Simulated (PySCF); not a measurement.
## C$_{3}$H$_{5}$N$_{3}$: calculation and literature

Geometry (Å), atoms numbered from 1 in this order:
```xyz
11

C    -1.6847   -0.1040   -0.6366
N    -0.3332   -0.0247   -0.1484
N     0.3467   -1.0936    0.2049
C     1.5093   -0.6053    0.6234
C     1.4697    0.7833    0.4997
N     0.2836    1.1250    0.0078
H    -2.3794    0.2844    0.1097
H    -1.9011   -1.1503   -0.8344
H    -1.7750    0.4807   -1.5512
H     2.2925   -1.2562    0.9761
H     2.2137    1.5290    0.7279
```

What is known from experiment: δ 15N N3/N6 -49.4; N2 -131.5 ppm (measured; solution, acetone; Solvent effects on the nitrogen NMR chemical shifts in 1-methylazoles - a theoretical study, New J. Chem. 2015 (author manuscript)).
δ 15N N3/N6 -48.9; N2 -130.7 ppm (measured; solution, DMSO; Solvent effects on the nitrogen NMR chemical shifts in 1-methylazoles - a theoretical study, New J. Chem. 2015 (author manuscript)).
δ 15N N3/N6 -49.0; N2 -131.1 ppm (measured; solution, dioxane; Solvent effects on the nitrogen NMR chemical shifts in 1-methylazoles - a theoretical study, New J. Chem. 2015 (author manuscript)).
δ 15N N3/N6 -48.0; N2 -133.1 ppm (measured; solution, cyclohexane; M. Witanowski, Z. Biedrzycka, W. Sicinska, Z. Grabowski, J. Magn. Reson. 131 (1998) 54).

PySCF 2.14.0 with density-fitted response routines calculation with NMR shieldings at B97-2/pcSseg-2/GIAO and geometry from PBE0-D3(BJ)/def2-TZVP; no solvent, non-relativistic, fast rotation and ring inversion assumed for equivalent nuclei, one conformer.

Q: Set the calculated values beside the experiment.

A: 
Reference values: measured (solution, acetone; Solvent effects on the nitrogen NMR chemical shifts in 1-methylazoles - a theoretical study, New J. Chem. 2015 (author manuscript)).
```tsv
atoms	quantity	reference	computed	computed, scaled
N3/N6	δ 15N vs neat liquid CH3NO2	-49.4	–	-58.4
N2	δ 15N vs neat liquid CH3NO2	-131.5	–	-139.0
```

Reference values: measured (solution, DMSO; Solvent effects on the nitrogen NMR chemical shifts in 1-methylazoles - a theoretical study, New J. Chem. 2015 (author manuscript)).
| atoms | quantity | reference | computed | computed, scaled |
| --- | --- | --- | --- | --- |
| N3/N6 | δ 15N vs neat liquid CH3NO2 | -48.9 | – | -58.4 |
| N2 | δ 15N vs neat liquid CH3NO2 | -130.7 | – | -139.0 |

Reference values: measured (solution, dioxane; Solvent effects on the nitrogen NMR chemical shifts in 1-methylazoles - a theoretical study, New J. Chem. 2015 (author manuscript)).
```json
{"atoms": "N3/N6", "quantity": "δ 15N vs neat liquid CH3NO2", "reference": "-49.0", "computed": "–", "computed, scaled": "-58.4"}
{"atoms": "N2", "quantity": "δ 15N vs neat liquid CH3NO2", "reference": "-131.1", "computed": "–", "computed, scaled": "-139.0"}
```

Reference values: measured (solution, cyclohexane; M. Witanowski, Z. Biedrzycka, W. Sicinska, Z. Grabowski, J. Magn. Reson. 131 (1998) 54).
```json
{"atoms": "N3/N6", "quantity": "δ 15N vs neat liquid CH3NO2", "reference": "-48.0", "computed": "–", "computed, scaled": "-58.4"}
{"atoms": "N2", "quantity": "δ 15N vs neat liquid CH3NO2", "reference": "-133.1", "computed": "–", "computed, scaled": "-139.0"}
```

Computed shifts are σ(ref) − σ with the named reference compound (TMS for H and C) calculated as an isolated molecule at the same level. The measured values may be among those fitted. Shieldings were converted by a linear fit to measured shifts: 15N (scatter 6.8 ppm rms vs CH3NO2, solution or neat liquid). Occasional misses reach two or three times the rms, and more in compound classes unlike the fitted ones.

8 of the 24 published NMR values on file for this molecule are compared. The rest: values from further sources.
